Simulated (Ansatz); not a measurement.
Solid CO2 (dry ice) was calculated with PBEsol in Ansatz (PAW).

Numerical settings: plane-wave cutoff 500 eV, 6×6×6 k mesh, gaussian smearing 0.02 eV, scalar-relativistic PAW data made under PBE.

Computed at the level's own relaxed cell.

Question: Estimate the equilibrium volume per atom, lattice constant a and band gap that the calculation returns.

Answer: 
equilibrium volume per atom: 16.30 Å³/atom
lattice constant a: 5.805 Å
band gap: 6.71 eV (on the SCF k mesh)

Measured, for comparison: equilibrium volume per atom 14.32 Å³/atom, lattice constant a 5.56 Å (5 K, zero-point motion not removed; as tabulated in Tran et al. (2019), arXiv:1903.00284). Computed (rounded) less measured: equilibrium volume per atom +13.8 %, lattice constant a +4.4 %.

Note: the cell comes from a level without a dispersion term, which matters for the spacing of layers, chains or molecules.

The computed numbers hold no vibrational or temperature effects.

Ansatz is a program for electronic structure.
